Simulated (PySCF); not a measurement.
Na2, SMILES [Na][Na].

Geometry optimised at PBE-D3(BJ)/def2-TZVPD.

Two levels are set side by side: TDA-PBE/def2-TZVPD (PySCF) and TDA-PBE0/def2-TZVPD (PySCF). Vertical, same geometry. The lowest singlet is HOMO→LUMO 88 % with PBE and HOMO→LUMO 95 % with the other functional; states are paired by order. Differences are taken from unrounded values.

```tsv
quantity	TDA-PBE0
lowest singlet excitation (eV)	2.23
lowest triplet excitation (TDA) (eV)	0.90
first bright state (f over 0.05) (eV)	2.23
its oscillator strength	0.95
```

**Question.** What does TDA-PBE give, and how far is it from TDA-PBE0? (Estimate from the structure and the level; the computed values follow.)

**Answer.** 
```tsv
quantity	TDA-PBE	TDA-PBE minus TDA-PBE0
lowest singlet excitation (eV)	2.29	0.06
lowest triplet excitation (TDA) (eV)	0.93	0.03
first bright state (f over 0.05) (eV)	2.29	0.06
its oscillator strength	0.98	0.04
```

Rough cost on one machine, each run with all the roots and properties that it gave: TDA-PBE0 against TDA-PBE within a factor of 2.
